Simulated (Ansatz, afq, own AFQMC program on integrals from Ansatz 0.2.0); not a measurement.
**CHGe, quartet: AFQMC among the cluster methods**

```json
{"atom": "Ge", "x (Å)": "0.0000", "y (Å)": "0.0140", "z (Å)": "0.3105"}
{"atom": "C", "x (Å)": "0.0000", "y (Å)": "-0.1369", "z (Å)": "-1.6710"}
{"atom": "H", "x (Å)": "0.0000", "y (Å)": "0.6198", "z (Å)": "-2.4658"}
```

Connectivity, by distances: Ge–CH.

Basis cc-pVDZ. Noble-gas cores (and the filled d shells of Ga–Kr and In–Xe) are frozen. AFQMC by an in-house program on the Cholesky factors that Ansatz 0.2.0 writes for its CCSD(T) run. ph-AFQMC/CISD is guided by a CISD state made of CCSD amplitudes; releasing the constraint for a short imaginary time cuts its bias at the price of noise, slowly where states lie close. Free projection: walkers drawn from exp(T), propagated without any constraint. Its projection time is finite, and what remains of the start isn't in its error. Error bars are statistical, one sigma. No spin–orbit coupling.

Determinant: ROHF, the one that the program's search chose, which needn't be the lowest solution. The geometry is a point of a scan.

No full CI on the walks' own integrals is used here; CCSDT(Q) serves as the reference and is uncertain by about the last step of the cluster series.

Cautions: no relativity below Rb; no spin-orbit coupling; inner d shell frozen; lower spins were not checked; the ph-AFQMC/CISD walk drifts between its halves (2.8 errors).

The T1 diagnostic is 0.0293 and the weight of the determinant in the CISD state is 0.885. The size of the correlated space is 9 electrons in 31 orbitals.

```json
{"level": "MP2", "correlation energy (eV)": "-3.9780"}
{"level": "CCSD", "correlation energy (eV)": "-4.8608"}
{"level": "CCSD(T)", "correlation energy (eV)": "-4.9950"}
```

(1) Estimate where phaseless AFQMC with the Hartree–Fock trial lies against CCSD(T) on the same integrals.

(1) 3.84 ± 1.53 mEh above CCSD(T).

Reference: CCSDT(Q), correlation energy -5.036 eV. The released energy is read at 2.40 1/Eh (meV from the phaseless value at times in 1/Eh: -13 ± 12 at 0.24, -9 ± 10 at 0.51, -15 ± 12 at 0.99, -29 ± 13 at 1.62, -27 ± 12 at 2.40).

```csv
level,E − E(reference) (mEh),share of correlation (%)
CCSD(T),1.51,99.19
CCSDT,0.31,99.83
ph-AFQMC/HF,5.35 ± 1.53,97.11
ph-AFQMC/CISD,0.58 ± 0.36,99.69
released AFQMC,-0.42 ± 0.43,100.23
free AFQMC,0.06 ± 0.46,99.97
```

Free projections are given only where their last times agree within the noise and don't stop above the reference; a slow remainder of the start can still hide under it. A walk keeps the symmetry of its determinant, which the program's search chose and which needn't be the lowest solution, so a lower state of the same spin and another symmetry isn't excluded. Released energies are given only where the last usable release times agree within the noise; a slower fall can still hide under it.
